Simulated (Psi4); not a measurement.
**BSiH5S (SMILES [BH].[SiH3]S): SCAN/aug-cc-pVDZ (density fitting, counterpoise (cp, nocp), fragments set)**

We compute the interaction energy of BSiH5S. Input form: a Python script.

The calculation is run with Psi4 1.11.

13 further runs of the same task are left out: 1 that didn't finish, 12 set aside as unsound or not needed.

## Step 1: The structure to begin with

The species is BSiH5S (8 atoms), meant as a singlet with charge 0. As SMILES, `[BH].[SiH3]S`.

Bond lengths: Si3–S4 2.137 Å, B1–H2 1.232 Å, Si3–H5 1.485 Å, Si3–H6 1.482 Å, Si3–H7 1.485 Å, S4–H8 1.344 Å. Angles: Si3–S4–H8 94.7°, S4–Si3–H5 111.6°, S4–Si3–H6 104.8°, S4–Si3–H7 111.6°, H5–Si3–H6 110.0°, H5–Si3–H7 108.8°, H6–Si3–H7 110.0°.

## Step 2: The interaction energy at SCAN/aug-cc-pVDZ (density fitting, counterpoise (cp, nocp), fragments set)

job.py reads:

```python
import psi4

psi4.set_memory('1600 MB')
psi4.set_num_threads(1)
psi4.core.set_output_file('psi4.out', False)

mol = psi4.geometry("""
0 1
B      0.000000     0.000000    -0.616200
H      0.000000     0.000000     0.616200
--
0 1
Si     2.052060     0.774120     2.945600
S      3.478530     1.827430     1.752590
H      0.660800     1.177210     2.618370
H      2.372760     1.151460     4.342560
H      2.176490    -0.695840     2.776070
H      3.017550     1.352800     0.583120
symmetry c1
no_reorient
no_com
""")

psi4.set_options(dict(reference='rks', d_convergence=1e-10, maxiter=100))

e_tot = psi4.energy('scan/aug-cc-pVDZ', bsse_type=['cp', 'nocp'])
print(f'total energy {e_tot:.8f} hartree = {e_tot * 27.211386:.5f} eV')
```

Launch:

```
$ python job.py
```

**Question.** What will come out? Wanted: interaction energy.

**Answer.** As computed:

Level: SCAN/aug-cc-pVDZ (density fitting, counterpoise (cp, nocp), fragments set).

| quantity | value |
| --- | --- |
| interaction energy | 1.46 kJ/mol |
